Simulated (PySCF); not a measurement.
Gas-phase thermal properties of (CH3)3Si

Energies from PySCF (xtb for GFN2), thermal terms from the rigid-rotor harmonic-oscillator model, ideal gas at 1 bar. 6-31G* has spherical d functions here. Open shells (unrestricted): (CH3)3Si (multiplicity 2). GFN2 has no spin-polarisation term. B3LYP is the form with VWN-RPA correlation. (CH3)3Si: computed as isolated molecules; such fragments, hydroxides, amides, oligomers or adducts are transient or little studied in the gas. The harmonic model lacks anharmonicity and excited electronic states, which grow with temperature; levels with a mode under 35 cm⁻¹ are left out. Internal rotation in (CH3)3Si is treated as a harmonic vibration of one conformer, which makes the entropy rough.

```
level           point group  σ  ZPE (kJ/mol)  S°298 (J/mol/K)  Cp298 (J/mol/K)  S°1000 (J/mol/K)  H1000 − H298 (kJ/mol)
--------------  -----------  -  ------------  ---------------  ---------------  ----------------  ---------------------
B3LYP/6-31G*            C3v  3         290.0            338.7            112.0             538.1                  123.3
GFN2-xTB                C3v  3         288.2            345.8            110.3             543.7                  122.7
HF/6-31G*               C3v  3         307.5            333.0            106.9             524.6                  118.8
PBE/def2-SVP            C3v  3         278.5            340.8            116.4             546.8                  127.1
PBE0/def2-TZVP          C3v  3         287.4            337.5            113.2             539.1                  124.6
```
σ: rotational symmetry number. Electronic degeneracy used: 2. Frequencies are unscaled.
